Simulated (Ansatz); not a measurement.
Mulliken charges of `S[SiH2]S` from PBE/def2-TZVPP in Ansatz (PBE0-D4/def2-TZVP geometry).

```tsv
atom	x (Å)	y (Å)	z (Å)	charge (e)
S1	-1.441	-0.940	-0.545	-0.237
Si2	0.000	0.423	0.249	0.322
S3	1.561	-0.689	1.171	-0.239
H4	-1.899	-0.066	-1.458	0.117
H5	0.481	1.287	-0.857	-0.043
H6	-0.536	1.265	1.345	-0.045
H7	1.894	-1.348	0.048	0.124
```

Task: By hand: the dipole of these point charges (1 e Å = 4.8032 D).

Result: Σ q r = (-0.015, 0.237, -0.259) e Å, of length 0.351 e Å = 1.69 D.

Task: How does the dipole of the full density compare? (Best estimate.)

Result: Computed: (-0.004, 0.143, -0.239) e Å, 1.34 D; the point charges give 1.26 times that, at 12° from its direction.

Point charges leave out the atoms' own dipoles, such as those of lone pairs, and Mulliken's split depends on the basis, so the two needn't agree.
